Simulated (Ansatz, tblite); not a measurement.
# Si(OH)2H2 (SiH₄O₂): spin states and exact exchange

Is the singlet the ground state of Si(OH)2H2 (SiH₄O₂)? Other spin states are computed and compared level by level.

Program: Ansatz 0.2.0, Gaussian basis. Level of theory: as each input shows. These are calculated values, not measurements.

Plan: triplet, at the geometry of the singlet (GFN1-xTB, GFN2-xTB, PBE0-D4/def2-TZVP, PBE-D4/def2-TZVP, r2SCAN-D4/def2-TZVP); the singlet's energies come from earlier runs.

### 1 The structure

The singlet was relaxed beforehand with PBE-D4/def2-TZVP.

7 atoms, charge 0, spin multiplicity 1.

Bond lengths: Si1–O2 1.661 Å, Si1–O4 1.658 Å, Si1–H6 1.484 Å, Si1–H7 1.500 Å, O2–H3 0.968 Å, O4–H5 0.969 Å. Angles: O2–Si1–O4 114.2°, O2–Si1–H6 106.8°, O2–Si1–H7 108.2°, O4–Si1–H6 104.3°, O4–Si1–H7 109.9°, H6–Si1–H7 113.6°, Si1–O2–H3 116.7°, Si1–O4–H5 117.3°.

### 2 Triplet at the fixed geometry, GFN1-xTB

Tight binding, by tblite at 300 K electronic temperature and without a spin-polarisation term:

```python
tblite.interface.Calculator('GFN1-xTB', numbers, positions, charge=0, uhf=2).singlepoint()
```

Energy -360.9570 eV; 0.01 s.

### 3 Triplet at the fixed geometry, GFN2-xTB

Tight binding, by tblite at 300 K electronic temperature and without a spin-polarisation term:

```python
tblite.interface.Calculator('GFN2-xTB', numbers, positions, charge=0, uhf=2).singlepoint()
```

Energy -319.2123 eV; 0.004 s.

### 4 Triplet at the fixed geometry, PBE0-D4/def2-TZVP

in.yaml

```yaml
crystal:
  periodic: [false, false, false]
  atoms:
    - {symbol: Si, position_ang: [-0.240417, 0.188523, -0.305795]}
    - {symbol: O, position_ang: [-0.538685, 0.472336, 1.303008]}
    - {symbol: H, position_ang: [-0.759778, -0.298083, 1.846445]}
    - {symbol: O, position_ang: [1.368087, 0.060735, -0.685087]}
    - {symbol: H, position_ang: [1.826032, -0.748392, -0.412351]}
    - {symbol: H, position_ang: [-0.696312, 1.391841, -1.045339]}
    - {symbol: H, position_ang: [-0.958926, -1.066959, -0.700882]}
basis:
  gaussian: {orbitals: def2-TZVP}
magnetization: {spin_polarized: true, initial_magnetization: 2}
hamiltonian: {xc: pbe0, dispersion: d4}
scf: {omitted_lower_state_checks: [starts]}
output: {orbitals: {seedname: orbitals}}
```

On the command line:

```console
> ansatz run in.yaml --threads 2 --pin off --events-out ev --progress --plain --max-ram 4352MiB
```

Log:

```text
Functional definition: PBE0
  name "PBE0"
  cite "Adamo & Barone, J. Chem. Phys. 110, 6158 (1999) doi:10.1063/1.478522"
  cite "Perdew, Burke & Ernzerhof, Phys. Rev. Lett. 77, 3865 (1996) doi:10.1103/PhysRevLett.77.3865"
  parent pbe
  parameter a = 0.25
  parameter kappa = 0.804
  parameter beta = 0.06672455060314922
  exchange = (1 - a)*pbe_x(kappa = kappa, mu = beta*pi^2/3) + a*exact_x
  correlation = pbe_c(beta = beta)
these checks for a lower state are left out or cut short: starts
746 factors; their error is unknown
mean field evaluation 1: about -12016.7041 eV, gradient 5.2e1 eV
mean field evaluation 2: about -11977.5842 eV, gradient 1.1e2 eV
mean field evaluation 4: about -12025.7005 eV, gradient 9.5e0 eV
mean field evaluation 8: about -12026.2106 eV, gradient 8.4e-1 eV
mean field evaluation 16: about -12026.2425 eV, gradient 1.4e-1 eV
mean field evaluation 32: about -12026.2835 eV, gradient 5.0e-4 eV
mean field -12026.28346639 eV, -441.9577656820 hartree, gradient 1.0e-5 eV, S^2 2.009156; 0 other end points of the search recorded, 0 dependent functions left out
reference -12026.28350145 eV, -441.9577669707 hartree; 18, 16 occupied and 105, 107 virtual orbitals, 746 factors
Total energy: -12026.36070539 eV, -441.9606041632 hartree
Checks for a lower state left out: starts
```

It took 7.5 s on 2 threads of Intel Xeon at 2.70GHz, shared host.

From the report: HOMO -2.12 eV, LUMO -7.58 eV (over both spins; with the spin held, an empty level of the minority spin lies below the top filled one); ⟨S²⟩ 2.009 (pure: 2.00).

### 5 Triplet at the fixed geometry, PBE-D4/def2-TZVP

start.molden holds the orbitals of an earlier run on this state, given as this run's starting guess.

in.yaml: that of step 4 with these lines changed.

```diff
@@ -11,5 +11,5 @@
 basis:
-  gaussian: {orbitals: def2-TZVP}
+  gaussian: {orbitals: def2-TZVP, initial_orbitals: start.molden}
 magnetization: {spin_polarized: true, initial_magnetization: 2}
-hamiltonian: {xc: pbe0, dispersion: d4}
+hamiltonian: {xc: pbe, dispersion: d4}
 scf: {omitted_lower_state_checks: [starts]}
```

Launched as before.

Log:

```text
Functional definition: PBE
  name "PBE"
  cite "Perdew, Burke & Ernzerhof, Phys. Rev. Lett. 77, 3865 (1996) doi:10.1103/PhysRevLett.77.3865"
  parent pbe
  parameter kappa = 0.804
  parameter beta = 0.06672455060314922
  exchange = pbe_x(kappa = kappa, mu = beta*pi^2/3)
  correlation = pbe_c(beta = beta)
these checks for a lower state are left out or cut short: starts
730 factors; their error is unknown
mean field evaluation 1: about -12025.9805 eV, gradient 6.6e0 eV
mean field evaluation 2: about -12026.1093 eV, gradient 3.2e-1 eV
mean field evaluation 4: about -12026.1135 eV, gradient 2.5e-1 eV
mean field evaluation 8: about -12026.1138 eV, gradient 1.1e-4 eV
mean field -12026.11383746 eV, -441.9515319341 hartree, gradient 1.2e-5 eV, S^2 2.002334; 0 other end points of the search recorded, 0 dependent functions left out
reference -12026.11388298 eV, -441.9515336069 hartree; 18, 16 occupied and 105, 107 virtual orbitals, 730 factors
Total energy: -12026.20720882 eV, -441.9549632680 hartree
Checks for a lower state left out: starts
```

Wall time 2.8 s (2 threads of Intel Xeon at 2.70GHz, shared host).

From the report: HOMO -1.53 eV, LUMO -8.18 eV (over both spins; with the spin held, an empty level of the minority spin lies below the top filled one); ⟨S²⟩ 2.002 (pure: 2.00).

### 6 Triplet at the fixed geometry, r2SCAN-D4/def2-TZVP

in.yaml: that of step 5 with these lines changed.

```diff
@@ -13,3 +13,3 @@
 magnetization: {spin_polarized: true, initial_magnetization: 2}
-hamiltonian: {xc: pbe, dispersion: d4}
+hamiltonian: {xc: r2scan, dispersion: d4}
 scf: {omitted_lower_state_checks: [starts]}
```

Launched as before.

Log, shortened:

```text
Functional definition: r2SCAN
  name "r2SCAN"
  cite "Furness, Kaplan, Ning, Perdew & Sun, J. Phys. Chem. Lett. 11, 8208 (2020) doi:10.1021/acs.jpclett.0c02405"
  cite "Furness, Kaplan, Ning, Perdew & Sun, J. Phys. Chem. Lett. 11, 9248 (2020) doi:10.1021/acs.jpclett.0c03077"
  parent r2scan
[...]
730 factors; their error is unknown
[...]
mean field -12031.62063058 eV, -442.1539028486 hartree, gradient 7.6e-6 eV, S^2 2.006819; 0 other end points of the search recorded, 0 dependent functions left out
reference -12031.62064605 eV, -442.1539034171 hartree; 18, 16 occupied and 105, 107 virtual orbitals, 730 factors
Total energy: -12031.64220171 eV, -442.1546955728 hartree
Checks for a lower state left out: starts
```

It took 5.5 s on 2 threads of Intel Xeon at 2.70GHz, shared host.

HOMO -1.61 eV, LUMO -8.26 eV (over both spins; with the spin held, an empty level of the minority spin lies below the top filled one); ⟨S²⟩ 2.007 (pure: 2.00).

### 7 Triplet less singlet, vertical

The singlet's energies are those of its earlier runs, whose logs aren't repeated here.

| level | triplet less singlet, vertical (kJ/mol) | time |
| --- | --- | --- |
| GFN1-xTB | +784.2 | 0.019 s |
| GFN2-xTB | +691.1 | 0.009 s |
| PBE-D4/def2-TZVP | +648.0 | 4.4 s |
| r2SCAN-D4/def2-TZVP | +683.5 | 8.2 s |
| PBE0-D4/def2-TZVP | +710.5 | 9.7 s |

Times add the two runs; a level without a time comes out of a correlated run. Tight binding without a spin term can't rank spin states.

### 8 What came out

| quantity | value |
| --- | --- |
| triplet less singlet, vertical, functionals in def2-TZVP | +648.0 (PBE-D4) to +710.5 kJ/mol (PBE0-D4) |

What this shows: All functionals put the triplet above the singlet, over a spread of 62.5 kJ/mol. The checks for a lower triplet were left out, so another state of that spin may lie lower. These are electronic energies, without zero-point motion, entropy or surroundings.
